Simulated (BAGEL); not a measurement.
# triplet C4H7NO at 3 levels

We compute a comparison of 3 runs (UHF/3-21G, ROHF/6-31G*, ROHF/cc-pVDZ) of triplet C4H7NO. 

The results are computed with BAGEL 1.2.2.

## 1. Starting point

The species is C4H7NO (13 atoms), meant as a triplet with charge 0. As SMILES of the parent species, `CC1=NCCO1`. Geometry: relaxed at PBE0-D4/def2-TZVP. That shape belongs to the parent species and isn't relaxed for this state.

Bond lengths: C1–C2 1.480 Å, C2–N3 1.265 Å, N3–C4 1.458 Å, C4–C5 1.539 Å, C2–O6 1.357 Å, C5–O6 1.435 Å, C1–H7 1.087 Å, C1–H8 1.092 Å, C1–H9 1.092 Å, C4–H10 1.093 Å, C4–H11 1.093 Å, C5–H12 1.092 Å, C5–H13 1.092 Å. Some angles: C1–C2–N3 126.6°, C1–C2–O6 114.9°, N3–C2–O6 118.5°, C2–N3–C4 106.8°, N3–C4–C5 104.8°, C4–C5–O6 103.8°, C2–O6–C5 106.1°, C2–C1–H7 109.6°, C2–C1–H8 110.1°, C2–C1–H9 110.1°.

## 2. The energy at UHF/3-21G (density fitting with cc-pvqz-jkfit) (run 1)

The input, hf.json:

```json
{ "bagel" : [

{
  "title" : "molecule",
  "basis" : "3-21g",
  "df_basis" : "cc-pvqz-jkfit",
  "angstrom" : true,
  "geometry" : [
    { "atom" : "C", "xyz" : [   -1.359820,   -0.816450,    1.439010 ] },
    { "atom" : "C", "xyz" : [   -0.377510,   -0.344290,    0.437550 ] },
    { "atom" : "N", "xyz" : [    0.524080,   -1.035830,   -0.117470 ] },
    { "atom" : "C", "xyz" : [    1.239190,   -0.145560,   -1.023300 ] },
    { "atom" : "C", "xyz" : [    0.543370,    1.217660,   -0.863660 ] },
    { "atom" : "O", "xyz" : [   -0.484280,    0.966720,    0.105630 ] },
    { "atom" : "H", "xyz" : [   -1.197090,   -1.872220,    1.640680 ] },
    { "atom" : "H", "xyz" : [   -2.375960,   -0.662720,    1.069020 ] },
    { "atom" : "H", "xyz" : [   -1.258220,   -0.243200,    2.363190 ] },
    { "atom" : "H", "xyz" : [    2.297590,   -0.110470,   -0.751630 ] },
    { "atom" : "H", "xyz" : [    1.180300,   -0.529250,   -2.045330 ] },
    { "atom" : "H", "xyz" : [    0.070050,    1.576310,   -1.779680 ] },
    { "atom" : "H", "xyz" : [    1.198290,    1.999320,   -0.474030 ] }
  ]
},
{ "title" : "uhf", "nopen" : 2 },
{ "title" : "print", "file" : "orbitals.molden", "orbitals" : true }

]}
```

Launch:

```bash
$ BAGEL_NUM_THREADS=1 BAGEL hf.json > hf.out
```

Standard output:

```text
* using 1 threads per process

  ===============================================================
  ===============================================================

  *** Geometry ***

  { "atom" : "C", "xyz" : [     -2.569687,     -1.542867,      2.719335 ] },
  { "atom" : "C", "xyz" : [     -0.713391,     -0.650614,      0.826850 ] },
  { "atom" : "N", "xyz" : [      0.990368,     -1.957435,     -0.221986 ] },
  { "atom" : "C", "xyz" : [      2.341730,     -0.275069,     -1.933757 ] },
  { "atom" : "C", "xyz" : [      1.026820,      2.301044,     -1.632081 ] },
  { "atom" : "O", "xyz" : [     -0.915157,      1.826836,      0.199612 ] },
  { "atom" : "H", "xyz" : [     -2.262172,     -3.537983,      3.100436 ] },
  { "atom" : "H", "xyz" : [     -4.489914,     -1.252359,      2.020155 ] },
  { "atom" : "H", "xyz" : [     -2.377691,     -0.459581,      4.465782 ] },
  { "atom" : "H", "xyz" : [      4.341816,     -0.208758,     -1.420375 ] },
  { "atom" : "H", "xyz" : [      2.230444,     -1.000138,     -3.865114 ] },
  { "atom" : "H", "xyz" : [      0.132375,      2.978794,     -3.363108 ] },
  { "atom" : "H", "xyz" : [      2.264440,      3.778167,     -0.895787 ] },

  Number of auxiliary basis functions:      993

  Since a DF basis is specified, we compute 2- and 3-index integrals:
    o Being stored without compression. Storage requirement is 0.037 GB

  Number of basis functions:       68
  Number of electrons      :       46

    * METHOD: MOLECULE                             1.00

  *** Open-shell HF ***

  === Nuclear Repulsion ===
   242.3778604391

      * DIIS with orbital gradients will be used.

  === UHF iteration (3-21g) ===
      0       -282.86142925          0.03647506           0.28
      1       -283.02804045          0.02020929           0.27
      2       -283.07494593          0.01042178           0.27
      3       -283.08903505          0.00255286           0.27
      4       -283.09335582          0.00099530           0.27
      5       -283.09384955          0.00051914           0.28
      6       -283.09409060          0.00031846           0.27
      7       -283.09417487          0.00013060           0.27
      8       -283.09419258          0.00006522           0.27
      9       -283.09419675          0.00001441           0.28
     10       -283.09419717          0.00000610           0.28
     11       -283.09419729          0.00000213           0.28
     12       -283.09419736          0.00000094           0.28
     13       -283.09419739          0.00000040           0.27
     14       -283.09419740          0.00000020           0.28
     15       -283.09419740          0.00000012           0.27
     16       -283.09419740          0.00000007           0.27
     17       -283.09419740          0.00000005           0.27
     18       -283.09419740          0.00000002           0.27
     19       -283.09419740          0.00000001           0.27
     20       -283.09419740          0.00000001           0.28
    * SCF iteration converged.

    * S^2 (UHF) is 2.0209

    * Permanent dipole moment:
           (   -0.605048,    -0.406541,     0.654330) a.u.

    * METHOD: UHF                                  6.04

    * METHOD: PRINT                                0.01

  ===============================================================
```

It took 7.5 s on 1 thread of Arm Neoverse V2, shared host; peak memory 0.18 GiB.

## 3. A single-point energy at ROHF/6-31G(d) (density fitting with cc-pvqz-jkfit, spherical functions) (run 2)

The input, input.json:

```json
{ "bagel" : [

{
  "title" : "molecule",
  "basis" : "6-31gs.json",
  "df_basis" : "cc-pvqz-jkfit",
  "angstrom" : true,
  "geometry" : [
    { "atom" : "C", "xyz" : [      -1.359820,      -0.816450,       1.439010 ] },
    { "atom" : "C", "xyz" : [      -0.377510,      -0.344290,       0.437550 ] },
    { "atom" : "N", "xyz" : [       0.524080,      -1.035830,      -0.117470 ] },
    { "atom" : "C", "xyz" : [       1.239190,      -0.145560,      -1.023300 ] },
    { "atom" : "C", "xyz" : [       0.543370,       1.217660,      -0.863660 ] },
    { "atom" : "O", "xyz" : [      -0.484280,       0.966720,       0.105630 ] },
    { "atom" : "H", "xyz" : [      -1.197090,      -1.872220,       1.640680 ] },
    { "atom" : "H", "xyz" : [      -2.375960,      -0.662720,       1.069020 ] },
    { "atom" : "H", "xyz" : [      -1.258220,      -0.243200,       2.363190 ] },
    { "atom" : "H", "xyz" : [       2.297590,      -0.110470,      -0.751630 ] },
    { "atom" : "H", "xyz" : [       1.180300,      -0.529250,      -2.045330 ] },
    { "atom" : "H", "xyz" : [       0.070050,       1.576310,      -1.779680 ] },
    { "atom" : "H", "xyz" : [       1.198290,       1.999320,      -0.474030 ] }
  ]
},

{ "title" : "rohf", "nopen" : 2 },

{ "title" : "print", "file" : "orbitals.molden", "orbitals" : true }

]}
```

The basis set 6-31G* is read from a file made from the Basis Set Exchange's data (not shown).

Launch:

```bash
$ BAGEL_NUM_THREADS=1 BAGEL input.json > input.out
```

Standard output:

```text
* using 1 threads per process

  ===============================================================
  ===============================================================

  *** Geometry ***

  { "atom" : "C", "xyz" : [     -2.569687,     -1.542867,      2.719335 ] },
  { "atom" : "C", "xyz" : [     -0.713391,     -0.650614,      0.826850 ] },
  { "atom" : "N", "xyz" : [      0.990368,     -1.957435,     -0.221986 ] },
  { "atom" : "C", "xyz" : [      2.341730,     -0.275069,     -1.933757 ] },
  { "atom" : "C", "xyz" : [      1.026820,      2.301044,     -1.632081 ] },
  { "atom" : "O", "xyz" : [     -0.915157,      1.826836,      0.199612 ] },
  { "atom" : "H", "xyz" : [     -2.262172,     -3.537983,      3.100436 ] },
  { "atom" : "H", "xyz" : [     -4.489914,     -1.252359,      2.020155 ] },
  { "atom" : "H", "xyz" : [     -2.377691,     -0.459581,      4.465782 ] },
  { "atom" : "H", "xyz" : [      4.341816,     -0.208758,     -1.420375 ] },
  { "atom" : "H", "xyz" : [      2.230444,     -1.000138,     -3.865114 ] },
  { "atom" : "H", "xyz" : [      0.132375,      2.978794,     -3.363108 ] },
  { "atom" : "H", "xyz" : [      2.264440,      3.778167,     -0.895787 ] },

  Number of auxiliary basis functions:      993

  Since a DF basis is specified, we compute 2- and 3-index integrals:
    o Being stored without compression. Storage requirement is 0.076 GB

  Number of basis functions:       98
  Number of electrons      :       46

    * METHOD: MOLECULE                             1.14

  *** Open-shell HF ***

  === Nuclear Repulsion ===
   242.3778604391

      * DIIS with orbital gradients will be used.

  === ROHF iteration (6-31gs.json) ===
      0       -284.33094738          0.03467205           0.41
      1       -284.54971962          0.02406959           0.41
      2       -284.63405373          0.01373305           0.41
      3       -284.67394457          0.00262510           0.41
      4       -284.68013078          0.00103698           0.42
      5       -284.68145449          0.00047931           0.42
      6       -284.68180437          0.00022370           0.42
      7       -284.68191653          0.00009472           0.41
      8       -284.68195562          0.00005942           0.41
      9       -284.68196177          0.00001266           0.41
     10       -284.68196922          0.00000425           0.41
     11       -284.68196998          0.00000162           0.42
     12       -284.68197011          0.00000064           0.42
     13       -284.68197015          0.00000019           0.42
     14       -284.68197022          0.00000008           0.41
     15       -284.68197023          0.00000004           0.42
     16       -284.68197023          0.00000001           0.41
     17       -284.68197023          0.00000001           0.42
    * SCF iteration converged.

    * S^2 (ROHF) is 2.0000

    * Permanent dipole moment:
           (   -0.567906,    -0.353861,     0.605176) a.u.

    * METHOD: ROHF                                 7.88

    * METHOD: PRINT                                0.02

  ===============================================================
```

Wall time 9.3 s (1 thread of Arm Neoverse V2, shared host); peak memory 0.25 GiB.

## 4. The energy at ROHF/cc-pVDZ (density fitting with cc-pvqz-jkfit) (run 3)

The input, hf.json:

```json
{ "bagel": [

{
  "title": "molecule",
  "basis": "cc-pvdz.json",
  "df_basis": "cc-pvqz-jkfit",
  "angstrom": true,
  "geometry": [
    { "atom": "C", "xyz": [      -1.359820,      -0.816450,       1.439010 ] },
    { "atom": "C", "xyz": [      -0.377510,      -0.344290,       0.437550 ] },
    { "atom": "N", "xyz": [       0.524080,      -1.035830,      -0.117470 ] },
    { "atom": "C", "xyz": [       1.239190,      -0.145560,      -1.023300 ] },
    { "atom": "C", "xyz": [       0.543370,       1.217660,      -0.863660 ] },
    { "atom": "O", "xyz": [      -0.484280,       0.966720,       0.105630 ] },
    { "atom": "H", "xyz": [      -1.197090,      -1.872220,       1.640680 ] },
    { "atom": "H", "xyz": [      -2.375960,      -0.662720,       1.069020 ] },
    { "atom": "H", "xyz": [      -1.258220,      -0.243200,       2.363190 ] },
    { "atom": "H", "xyz": [       2.297590,      -0.110470,      -0.751630 ] },
    { "atom": "H", "xyz": [       1.180300,      -0.529250,      -2.045330 ] },
    { "atom": "H", "xyz": [       0.070050,       1.576310,      -1.779680 ] },
    { "atom": "H", "xyz": [       1.198290,       1.999320,      -0.474030 ] }
  ]
},

{
  "title": "rohf",
  "nopen": 2
},

{
  "title": "print",
  "file": "orbitals.molden",
  "orbitals": true
}

]}
```

The basis set cc-pVDZ is read from a file made from the Basis Set Exchange's data (not shown).

Launch:

```bash
$ BAGEL_NUM_THREADS=1 BAGEL hf.json > hf.out
```

Standard output:

```text
* using 1 threads per process

  ===============================================================
  ===============================================================

  *** Geometry ***

  { "atom" : "C", "xyz" : [     -2.569687,     -1.542867,      2.719335 ] },
  { "atom" : "C", "xyz" : [     -0.713391,     -0.650614,      0.826850 ] },
  { "atom" : "N", "xyz" : [      0.990368,     -1.957435,     -0.221986 ] },
  { "atom" : "C", "xyz" : [      2.341730,     -0.275069,     -1.933757 ] },
  { "atom" : "C", "xyz" : [      1.026820,      2.301044,     -1.632081 ] },
  { "atom" : "O", "xyz" : [     -0.915157,      1.826836,      0.199612 ] },
  { "atom" : "H", "xyz" : [     -2.262172,     -3.537983,      3.100436 ] },
  { "atom" : "H", "xyz" : [     -4.489914,     -1.252359,      2.020155 ] },
  { "atom" : "H", "xyz" : [     -2.377691,     -0.459581,      4.465782 ] },
  { "atom" : "H", "xyz" : [      4.341816,     -0.208758,     -1.420375 ] },
  { "atom" : "H", "xyz" : [      2.230444,     -1.000138,     -3.865114 ] },
  { "atom" : "H", "xyz" : [      0.132375,      2.978794,     -3.363108 ] },
  { "atom" : "H", "xyz" : [      2.264440,      3.778167,     -0.895787 ] },

  Number of auxiliary basis functions:      993

  Since a DF basis is specified, we compute 2- and 3-index integrals:
    o Being stored without compression. Storage requirement is 0.112 GB

  Number of basis functions:      119
  Number of electrons      :       46

    * METHOD: MOLECULE                             1.24

  *** Open-shell HF ***

  === Nuclear Repulsion ===
   242.3778604391

      * DIIS with orbital gradients will be used.

  === ROHF iteration (cc-pvdz.json) ===
      0       -284.36976408          0.02449250           0.56
      1       -284.59315345          0.01725642           0.54
      2       -284.66459427          0.00904985           0.54
      3       -284.69557673          0.00235915           0.53
      4       -284.70173804          0.00092059           0.54
      5       -284.70308993          0.00041383           0.54
      6       -284.70347042          0.00017696           0.55
      7       -284.70359790          0.00008532           0.54
      8       -284.70363768          0.00005073           0.54
      9       -284.70364615          0.00001364           0.54
     10       -284.70365490          0.00000370           0.53
     11       -284.70365649          0.00000124           0.53
     12       -284.70365659          0.00000051           0.52
     13       -284.70365663          0.00000017           0.53
     14       -284.70365669          0.00000008           0.53
     15       -284.70365670          0.00000004           0.53
     16       -284.70365670          0.00000002           0.53
     17       -284.70365670          0.00000001           0.53
     18       -284.70365670          0.00000001           0.53
     19       -284.70365670          0.00000001           0.53
     20       -284.70365670          0.00000001           0.53
    * SCF iteration converged.

    * S^2 (ROHF) is 2.0000

    * Permanent dipole moment:
           (   -0.564673,    -0.340052,     0.597909) a.u.

    * METHOD: ROHF                                11.77

    * METHOD: PRINT                                0.02

  ===============================================================
```

It took 14 s on 1 thread of Arm Neoverse V2, shared host; peak memory 0.32 GiB.

## 5. The series

| run | level | energy (Eh) | dipole moment (D) | ⟨S²⟩ | wall time |
| --- | --- | --- | --- | --- | --- |
| 1 | UHF/3-21G (density fitting with cc-pvqz-jkfit) | -283.094197 | 2.49 | 2.021 | 7.5 s |
| 2 | ROHF/6-31G* (density fitting with cc-pvqz-jkfit, spherical functions) | -284.681970 | 2.29 | 2.000 | 9.3 s |
| 3 | ROHF/cc-pVDZ (density fitting with cc-pvqz-jkfit) | -284.703657 | 2.26 | 2.000 | 14 s |

## 6. What came out

| quantity | value |
| --- | --- |
| run 3: total energy | -284.70366 Eh |
| run 3: dipole moment | 2.26 D |
| run 3: ⟨S²⟩ | 2.000 |

**Reading.** The dipole moment (its size) runs from 2.26 D (ROHF/cc-pVDZ) to 2.49 D (UHF/3-21G). The two ends differ in method and basis. All runs together took 30 s, the longest 14 s.
